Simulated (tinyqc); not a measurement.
Worked calculation: UHF in the sto-3g basis, for HF, spin multiplicity 1. This run ends on a higher stationary point, not on the lowest solution. Computed by tinyqc, a small Python program that keeps every step (integrals from PySCF). Settings: charge = 0, multiplicity = 1, basis = sto-3g, energy threshold = 1e-09, iteration cap = 60, orthogonalisation = symmetric, start = core, DIIS depth = 3, method = UHF, break = 0.2. Command: `OMP_NUM_THREADS=1 python tinyqc.py 31279 31280 out.jsonl` (the two numbers bound the seeds that draw the settings). One thread of a shared host (Intel(R) Xeon(R) Processor @ 2.60GHz), about 0.1 s of CPU time with the checks.

Geometry (angstrom):

| atom | x | y | z |
|---|---|---|---|
| F | 0.000000 | 0.000000 | 0.000000 |
| H | 0.000000 | 0.000000 | 1.576000 |

Stop when the energy changes by less than 1e-09 hartree and every element of the error matrix X^T (F D S - S D F) X (for each spin) is below 9e-06.

Course of the cycle:

| iteration | E (hartree) | change | largest element of the error matrix |
|---|---|---|---|
| 1 | -97.93986098 | - | 1.25e-01 |
| 2 | -98.27275637 | -3.33e-01 | 1.03e-01 |
| 3 | -98.35992107 | -8.72e-02 | 3.01e-02 |
| 4 | -98.37185563 | -1.19e-02 | 1.98e-02 |
| 5 | -98.37875269 | -6.90e-03 | 1.31e-02 |
| 6 | -98.38370572 | -4.95e-03 | 7.83e-03 |
| 7 | -98.38610829 | -2.40e-03 | 3.49e-03 |
| 8 | -98.38682141 | -7.13e-04 | 3.17e-03 |
| 9 | -98.38682013 | 1.28e-06 | 3.51e-03 |
| 10 | -98.38693684 | -1.17e-04 | 1.52e-03 |
| 11 | -98.38694559 | -8.74e-06 | 1.33e-04 |
| 12 | -98.38694628 | -7.00e-07 | 1.50e-04 |
| 13 | -98.38694635 | -6.12e-08 | 4.37e-06 |
| 14 | -98.38694635 | -4.66e-10 | 2.28e-06 |

Can the last value be used, and what does the course show?

No, though the log alone does not show it. Converged in 14 iterations. But the solution lies 0.08027 hartree above the reference: it is another stationary point, not the lowest one. Reruns (cap 100 unless said): DIIS 8: converged in 14 to a higher stationary point; damping 0.5: not converged; level shift 0.5: not converged; atomic densities as start, DIIS 8: converged in 7 to a higher stationary point. PySCF UHF in the same basis, after a stability check = -98.46721546 hartree.
